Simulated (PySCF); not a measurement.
C3H5FS.
Bonds: C1–C2, C2–S3 (double), C2–C4, C4–F5. Hydrogens: H6, H7, H8 on C1; H9, H10 on C4.

The same species was optimised twice, with GFN2-xTB and with PBE0-D3(BJ)/def2-SVP (PySCF), and the same property calculations (PySCF, gas phase) were run on both structures.

```csv
coordinate,GFN2-xTB,PBE0-D3(BJ)/def2-SVP,change
C1–H6 (Å),1.091,1.103,+0.012
C1–H7 (Å),1.091,1.103,+0.012
C1–H8 (Å),1.086,1.096,+0.010
C2–C4 (Å),1.499,1.507,+0.008
C1–C2 (Å),1.482,1.489,+0.007
C4–H9 (Å),1.097,1.104,+0.007
C4–H10 (Å),1.097,1.103,+0.006
C2=S3 (Å),1.622,1.625,+0.003
C4–F5 (Å),1.369,1.369,0.000
F5–C4–H9 (°),107.2,109.2,+2.0
F5–C4–H10 (°),107.2,109.2,+2.0
C2–C4–H9 (°),110.6,109.1,-1.5
C2–C4–H10 (°),110.6,109.2,-1.4
C1–C2–C4 (°),117.3,116.0,-1.3
C1–C2–S3 (°),123.4,124.6,+1.2
H6–C1–H7 (°),106.6,105.4,-1.2
H9–C4–H10 (°),108.6,107.6,-1.0
C1–C2–C4–F5 (°),0,-1,-1
```

Rotational constants: A = 7927, B = 2509, C = 1952 MHz (GFN2-xTB) against A = 7915, B = 2493, C = 1942 MHz (PBE0-D3(BJ)/def2-SVP). Point groups within 0.08 Å: Cs and Cs. Atoms that the bonding makes alike are paired by their places after alignment.

On the GFN2-xTB structure: HOMO (eV) -6.68 [PBE0/pcSseg-1]; LUMO (eV) -2.24 [PBE0/pcSseg-1]; dipole (D) 1.08 [PBE0/pcSseg-1]; GIAO shielding of C1 (ppm) 144.2 [PBE0/pcSseg-1]; GIAO shielding of C2 (ppm) -89.6 [PBE0/pcSseg-1]; GIAO shielding of S3 (ppm) -398.4 [PBE0/pcSseg-1]; GIAO shielding of C4 (ppm) 90.1 [PBE0/pcSseg-1]; GIAO shielding of F5 (ppm) 399.1 [PBE0/pcSseg-1].

Problem. What do these properties become on the PBE0-D3(BJ)/def2-SVP structure?

Solution. 
```
                                    property          level  on GFN2-xTB  on PBE0-D3(BJ)/def2-SVP  change
                                   HOMO (eV)  PBE0/pcSseg-1        -6.68                    -6.69   -0.01
                                   LUMO (eV)  PBE0/pcSseg-1        -2.24                    -2.25   -0.01
                                  dipole (D)  PBE0/pcSseg-1         1.08                     1.11   +0.03
energy, GFN2-xTB geometry as zero (kcal/mol)  PBE0/pcSseg-1          0.0                     -0.2    -0.2
                  GIAO shielding of C1 (ppm)  PBE0/pcSseg-1        144.2                    142.8    -1.4
                  GIAO shielding of C2 (ppm)  PBE0/pcSseg-1        -89.6                    -90.3    -0.7
                  GIAO shielding of S3 (ppm)  PBE0/pcSseg-1       -398.4                   -378.8   +19.6
                  GIAO shielding of C4 (ppm)  PBE0/pcSseg-1         90.1                     88.8    -1.3
                  GIAO shielding of F5 (ppm)  PBE0/pcSseg-1        399.1                    397.1    -2.0
```

The heavy atoms differ by 0.011 Å rms after alignment. Among all bonds C1–H6 and C1–H7 change most and about equally (+0.012 Å). Changes are differences of the printed values. Neither structure is proved a minimum here.

The values belong to the conformer `[CH3:1][C:2](=[S:3])[CH2:4][F:5]`: C1–C2–C4–F5 -1°.
